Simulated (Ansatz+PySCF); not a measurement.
Two shapes of singlet CH3NO.

Shape 1:

```xyz
6

C     0.0000   -0.4117   -0.0523
O     0.0000   -0.3905    1.1538
N     0.0000    0.6799   -0.8543
H     0.0000   -1.3629   -0.6417
H     0.0000    0.5969   -1.8606
H     0.0000    1.6013   -0.4339
```

Shape 2:

```xyz
6

C     0.0000   -0.3788   -0.0481
O     0.0000   -0.3593    1.0615
N     0.0000    0.6255   -0.7860
H     0.0000   -1.2539   -0.5904
H     0.0000    0.5492   -1.7118
H     0.0000    1.4732   -0.3992
```

Basis set: def2-SVP (spherical functions). Left uncorrelated: 3 orbitals. Charge 0, multiplicity 1.

Computed with Ansatz (development build ahead of 0.2.0); each method stands on the lowest determinant of its kind that the runs found.

Which shape is lower in energy, and by how much in each method?

```
     method  E(2) − E(1) (eV)
        UHF             1.161
    RHF-MP2             1.627
   RHF-CCSD             1.591
   UHF-CCSD             1.591
RHF-CCSD(T)             1.662
```

Shape 1 is lower.
